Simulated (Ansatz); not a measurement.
**HSC⁺, triplet in 6-31G: errors against full CI**

Geometry: that of the HSC, doublet, kept fixed. The singlet lies 1.0 eV lower here.

```xyz
3

C     0.0000    0.0808    1.2061
S     0.0000   -0.0690   -0.4246
H     0.0000    1.2326   -0.8640
```

Basis 6-31G; Ansatz 0.2.0. Only valence electrons are correlated (noble-gas cores frozen), which leaves 10 electrons in 18 orbitals. R marks a restricted (for open shells ROHF) determinant, U an unrestricted one. Active spaces: valence = (10e, 9o) chosen from the atoms' valence shells.

Full CI is exact within this basis and frozen core; it isn't the basis-set limit. The frozen core follows each run's orbitals, which can shift R against U totals by a few meV.

Unrestricted rows (U) aren't spin-pure: their determinants' ⟨S²⟩ exceeds S(S+1) by up to 0.47, so they mix in states of higher spin. For open shells CISD is restricted-active-space CI with the open shells as a complete middle space.

```
UHF ⟨S²⟩                          : 2.466
T1 diagnostic (RCCSD)             : 0.0591
largest doubles amplitude (RCCSD) : 0.143
T1 diagnostic (UCCSD)             : 0.0626
```

```json
{"level": "RHF", "E − E(full CI) (kcal/mol)": "90.20", "share of correlation (%)": "0.00", "wall time": "–"}
{"level": "UHF", "E − E(full CI) (kcal/mol)": "78.88", "share of correlation (%)": "12.55", "wall time": "–"}
{"level": "RMP2", "E − E(full CI) (kcal/mol)": "23.50", "share of correlation (%)": "73.94", "wall time": "–"}
{"level": "UMP2", "E − E(full CI) (kcal/mol)": "24.32", "share of correlation (%)": "73.03", "wall time": "–"}
{"level": "CISD", "E − E(full CI) (kcal/mol)": "9.51", "share of correlation (%)": "89.46", "wall time": "0.45 s"}
{"level": "RCCSD", "E − E(full CI) (kcal/mol)": "4.34", "share of correlation (%)": "95.18", "wall time": "–"}
{"level": "UCCSD", "E − E(full CI) (kcal/mol)": "3.36", "share of correlation (%)": "96.27", "wall time": "–"}
{"level": "RCCSD(T)", "E − E(full CI) (kcal/mol)": "0.86", "share of correlation (%)": "99.05", "wall time": "0.87 s"}
{"level": "UCCSD(T)", "E − E(full CI) (kcal/mol)": "1.31", "share of correlation (%)": "98.55", "wall time": "1.1 s"}
{"level": "BCCD(T)", "E − E(full CI) (kcal/mol)": "1.23", "share of correlation (%)": "98.64", "wall time": "1.1 s"}
{"level": "RCCSDT", "E − E(full CI) (kcal/mol)": "0.13", "share of correlation (%)": "99.85", "wall time": "–"}
{"level": "UCCSDT", "E − E(full CI) (kcal/mol)": "0.21", "share of correlation (%)": "99.76", "wall time": "–"}
{"level": "RCCSDT(Q)", "E − E(full CI) (kcal/mol)": "0.08", "share of correlation (%)": "99.92", "wall time": "3.7 s"}
{"level": "UCCSDT(Q)", "E − E(full CI) (kcal/mol)": "-0.06", "share of correlation (%)": "100.06", "wall time": "3.8 s"}
{"level": "RCCSDTQ", "E − E(full CI) (kcal/mol)": "0.01", "share of correlation (%)": "99.99", "wall time": "35 s (H100)"}
{"level": "UCCSDTQ", "E − E(full CI) (kcal/mol)": "0.01", "share of correlation (%)": "99.99", "wall time": "44 s (H100)"}
{"level": "CASSCF (valence space)", "E − E(full CI) (kcal/mol)": "25.34", "share of correlation (%)": "71.90", "wall time": "–"}
{"level": "NEVPT2 (valence space)", "E − E(full CI) (kcal/mol)": "6.23", "share of correlation (%)": "93.09", "wall time": "1.8 s"}
{"level": "MRCISD (valence space)", "E − E(full CI) (kcal/mol)": "0.78", "share of correlation (%)": "99.13", "wall time": "–"}
{"level": "MRCISD+Q (valence space)", "E − E(full CI) (kcal/mol)": "0.26", "share of correlation (%)": "99.72", "wall time": "3 s"}
```

The correlation energy at full CI, counted from RHF, is -3.911 eV. That run took 18 s on 2 threads of AMD EPYC 7R13 with a shared H100 80 GB, shared host over 36,719,424 determinants.

Times hold each run's SCF and search for its determinant on a shared host, so for small cases they say little of a method's own cost; rows without a card ran on 1 thread of AMD EPYC 7R13.

The full-CI state has the irrep A' of Cs, in the program's axes.

Natural occupations of full CI about the gap: 1.987 1.961 1.952 1.859 1.005 0.995 0.141 0.037 0.032 0.007; effectively unpaired electrons, Σ n²(2−n)², 2.16.
